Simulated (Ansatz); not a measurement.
System: rock-salt RbCl. Method: G0W0@HSE06 (Ansatz, a program for electronic structure, hard PAW, contour deformation).

The same calculation (at the measured cell, 35.771 Å³/atom) with different numerical settings; throughout: response cutoff 100 eV, empty bands 298:

```json
[
 {"run": "1", "k mesh": "4×4×4", "quasiparticle gap on the mesh (eV)": "8.171", "quasiparticle gap at Γ (eV)": "8.171", "rough time": "7 core-min"},
 {"run": "2", "k mesh": "6×6×6", "quasiparticle gap on the mesh (eV)": "8.162", "quasiparticle gap at Γ (eV)": "8.162", "rough time": "20 core-min"},
 {"run": "3", "k mesh": "8×8×8", "quasiparticle gap on the mesh (eV)": "8.161", "quasiparticle gap at Γ (eV)": "8.161", "rough time": "70 core-min"}
]
```

In the column quasiparticle gap on the mesh (eV) the first row differs from the last by +0.010 and the next to last by +0.001.

The last row is no converged limit: other settings stay fixed.

Spin–orbit coupling is not included.

Note: GW on a hybrid start was not checked against another program.
